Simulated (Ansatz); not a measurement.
**Several solutions for singlet LiHO**

```yaml
atoms:
  - { symbol: Li, position_ang: [0.0000, 0.0000, -4.7400] }
  - { symbol: O, position_ang: [0.0000, 0.0000, 0.0000] }
  - { symbol: H, position_ang: [0.0000, 0.0000, 0.9500] }
```

Basis set: def2-SVP (spherical functions). Charge 0, multiplicity 1.

UHF was run from several starts with Ansatz (development build ahead of 0.2.0).

```tsv
run	program	start	converged	energy (hartree)	<S²>
A	Ansatz	atomic start, no search	yes	-82.61804	0.00
B	Ansatz	search for the lowest state	yes	-82.75047	1.00
C	Ansatz	stability test followed	yes	-82.75047	1.00
```

**Question.** Which runs reached the lowest solution of this kind, and what is wrong with the others?

**Answer.** B, C reached the lowest solution found. Converged but too high: A by 3.60 eV. Convergence only shows a stationary point, and even a stable one can lie too high; stability tests and further starts are what find lower ones. Caution: the unrestricted determinant is a mixture of spin states.
